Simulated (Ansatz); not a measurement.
```yaml
crystal:
  periodic: [false, false, false]
  atoms:
    - {symbol: Co, position_ang: [0.000000, 0.000000, 0.000000]}
    - {symbol: N, position_ang: [0.000000, 0.000000, 1.970000]}
basis:
  gaussian: {orbitals: def2-TZVP}
magnetization: {spin_polarized: true, initial_magnetization: 2}
hamiltonian: {xc: pbe0}
relax: {f_tol: 0.004, max_steps: 80}
```

```sh
$ ansatz run in.yaml --threads 1 --pin off --events-out ev --progress --plain --max-ram 2176MiB
```

Steps of the relaxation (energy above the last step; positions in Å, forces in eV/Å):

```
2
step 1, 533.2 meV
Co    0.000    0.000    0.000    0.000    0.000    2.553
N     0.000    0.000    1.970    0.000    0.000   -2.553
```

```
2
step 2, 265.9 meV
Co    0.000    0.000    0.055    0.000    0.000    2.208
N     0.000    0.000    1.915    0.000    0.000   -2.208
```

```
2
step 3, 481.7 meV
Co    0.000    0.000    0.250    0.000    0.000   -4.401
N     0.000    0.000    1.720    0.000    0.000    4.401
```

```
2
step 6, 0.0 meV
Co    0.000    0.000    0.154    0.000    0.000    0.000
N     0.000    0.000    1.816    0.000    0.000    0.000
```

Close pairs at the end: Co1–N2 1.662 Å.

A stationary point of unrestricted PBE0 after 6 steps, with ⟨S²⟩ = 2.680 against 2.00 for a pure state. 2.5 min on 1 thread of Arm Neoverse V1, shared host.
